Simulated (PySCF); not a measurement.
A made-up structure of CH$_{3}$NSi, singlet:

```tsv
atom	x (Å)	y (Å)	z (Å)
C1	0.7673	-0.9619	0.3078
N2	-0.4346	-0.9521	-0.1128
Si3	0.1757	0.7127	0.0316
H4	-1.0600	-1.7361	-0.2989
H5	0.7112	1.4488	-1.1299
H6	-0.1088	1.5460	1.2158
```

It is relaxed with PBE-D4/def2-SVP and then PBE0-D4/def2-TZVP (PySCF 2.14 with density fitting (its default auxiliary sets; JK sets also for MP2 and CCSD(T))). Atoms count as bonded within 1.22 times the sum of their covalent radii (H–H: 0.88 Å). The end point is not checked to be a true minimum.

Does its bonding change? (Judge from chemistry; the calculation decides.)

By the calculation: No: no bond forms or breaks.

Where it ends: The first stage lowers the energy by 0.44 eV in 10 steps. It ends as CH₃NSi ([C]1[NH][SiH2]1):
C1  (0.842, -1.146, 0.339)
N2  (-0.358, -0.883, -0.092)
Si3  (0.361, 0.695, 0.095)
H4  (-1.099, -1.539, -0.325)
H5  (0.560, 1.409, -1.183)
H6  (-0.261, 1.505, 1.163)
(Å)

Labels in which every atom is bracketed show which atoms are joined, not bond orders.

For scale, one of the runs: PBE0-D4/def2-TZVP relaxation, 117 basis functions, launched by `OMP_NUM_THREADS=2 python run.py`. Hardware: 2 CPU threads of an Arm Neoverse V1, shared host. Wall time 35 s; peak host memory 1.1 GiB.
